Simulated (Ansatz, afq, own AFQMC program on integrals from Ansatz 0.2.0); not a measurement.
AFQMC on a folder of integrals that Ansatz 0.2.0 wrote.

```yaml
crystal:
  periodic: [false, false, false]
  atoms:
    - {symbol: Br, position_ang: [0.000000, 0.000000, -1.858667]}
    - {symbol: H, position_ang: [0.000000, 0.000000, 0.101333]}
    - {symbol: Si, position_ang: [0.000000, 0.000000, 1.757333]}
basis:
  gaussian: {orbitals: cc-pVTZ}
magnetization: {spin_polarized: true, initial_magnetization: 2}
correlation: {method: ccsd_t, electrons: outside_noble_gas, hamiltonian_folder: ham}
```

```sh
$ ansatz run in.yaml --threads 1 --pin off --events-out ev --progress --plain --max-ram 24576MiB --backend cuda --devices 0, --max-vram 18GiB
```

Options of the walk:

```
--method phaseless --trial cisd --walkers 2700 --populations 20 --least-time 60 --time-step 0.005 --steps-per-block 50 --equilibration-blocks 28 --max-blocks 4000 --target-error 0.00021 --factor-cut 1e-05 --start spin_pure --seed 6242 --release-times 0.24,0.51,0.99,1.62,2.4 --release-step 0.03 --release-every 3 --taylor-order 6
```

Times are imaginary, in 1/Eh. The walk had a cap of 242 s. With eight or more populations the least sampling time is a fifth of least-time, and the error comes from their spread. Filled inner d shells are frozen with the cores.

```
orbitals 72  electrons 7 5  factors 489 of 563
reference energy -2861.87787977 Eh
CCSD correlation -0.27335416 Eh in 14 cycles, weight of the determinant in the CISD state 0.8486
energy of the start -2862.149500 Eh
 block  time / (1/Eh)  mean weight  energy / Eh
     1     0.250  1.0000  -2862.146078
     2     0.500  0.9996  -2862.148889
     3     0.750  1.0001  -2862.152210
     4     1.000  0.9997  -2862.155009
     5     1.250  0.9996  -2862.156474
    10     2.500  0.9998  -2862.161931
    19     4.750  1.0002  -2862.162537
    25     6.250  0.9995  -2862.164345
    29     7.250  0.9999  -2862.163849
    39     9.750  1.0002  -2862.162704
    49    12.250  0.9998  -2862.162793
    59    14.750  1.0004  -2862.163303
    69    17.250  0.9997  -2862.161353
    79    19.750  0.9992  -2862.163037
    89    22.250  0.9998  -2862.162993
    97    24.250  1.0000  -2862.163439
error from the spread of 20 populations
released: time / (1/Eh)  energy / Eh  error  mean overlap
  0.24  -2862.162993  0.000121  1.0020
  0.51  -2862.163196  0.000115  0.9984
  0.99  -2862.163706  0.000120  0.9906
  1.62  -2862.163931  0.000159  0.9798
  2.40  -2862.163745  0.000211  0.9754
energy -2862.162750 +/- 0.000201 Eh
(rows thinned)
```

**Question.** Estimate how long the walk took on 1 × NVIDIA H100 80GB HBM3 with 2 threads of AMD EPYC 7R13 Processor (Zen 3) (shared host) (the card was shared).

**Answer.** 2.2 min of wall time.

The run passed its tests (sampling time, drift between the halves within three errors, error under three times the target), which doesn't prove that it has relaxed.

Against this walk (error 5.5 meV) on the same determinant: CCSD(T) 28.9 meV higher, CCSDT(Q) 28.3 meV lower. The error is statistical and leaves out the bias of the constraint. Released to 2.40 1/Eh the energy lies 27 ± 8 meV (both errors) below the phaseless value, which shows part or all of the bias of the constraint, and CCSDT(Q) lies 1.2 meV below the released value. CCSDT(Q) is the surest value here, so the walk's 28 meV above it is most likely the bias of the constraint with this trial, which can have either sign.

Cautions: constraint bias not in the error; no relativity below Rb; no spin-orbit coupling; inner d shell frozen; lower spins were not checked.

CCSDT and higher add their correlation energy to the determinant of the CCSD(T) run, since their own runs factorise the integrals more tightly (a shift of under 2 meV). A walk keeps the symmetry of its determinant, which the program's search chose and which needn't be the lowest solution, so a lower state of the same spin and another symmetry isn't excluded.
